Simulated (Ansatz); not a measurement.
**CBCl (SMILES B#CCl): molecular dynamics**

Aim: follow the atoms for 60 steps of 0.75 fs at constant energy, with velocities drawn for 300 K.

The runs use Ansatz 0.2.0, Gaussian basis; revPBE-D4/def2-SVP.

**1. The system as given**

3 atoms, charge 0, spin multiplicity 1.

Atoms are counted from 1 here; the program's logs count them from 0.

Bond lengths: B1–C2 1.318 Å, C2–Cl3 1.661 Å. Angles: B1–C2–Cl3 151.8°.

As a file:

```xyz
3

B     0.19902    1.35311    0.25532
C    -0.20403    0.14662   -0.08868
Cl    0.00501   -1.49973   -0.16664
```

**2. The run**

The input, md/in.yaml:

```yaml
crystal:
  periodic: [false, false, false]
  atoms:
    - {symbol: B, position_ang: [0.199020, 1.353110, 0.255320]}
    - {symbol: C, position_ang: [-0.204030, 0.146620, -0.088680]}
    - {symbol: Cl, position_ang: [0.005010, -1.499730, -0.166640]}
basis:
  gaussian: {orbitals: def2-SVP}
hamiltonian: {xc: {name: revPBE}, dispersion: d4}
md: {n_steps: 60, timestep: 0.75, temperature: 300, ensemble: nve, seed: 885, initial_velocities: maxwell_boltzmann}
```

Started as:

```console
$ ansatz run in.yaml --threads 2 --pin off --events-out ev --progress --plain --max-ram 3481MiB
```

What does the calculation give? Wanted: temperature at the start; mean temperature, second half; lowest and highest potential energy, from the first frame; largest change of potential + kinetic.

As calculated:

```
                                                 quantity              value
                                                   length  60 steps, 45.0 fs
                                 temperature at the start              300 K
                            mean temperature, second half             1686 K
lowest and highest potential energy, from the first frame     -352 and 0 meV
                    largest change of potential + kinetic            2.7 meV
```

What this shows: The system runs downhill by 0.35 eV, and that energy turns into motion. With no thermostat the total energy should stay fixed; it holds within 2.7 meV, small beside the kinetic energy, so the time step serves. The temperature runs between 297 and 3008 K. The bonding pattern stays as it was.
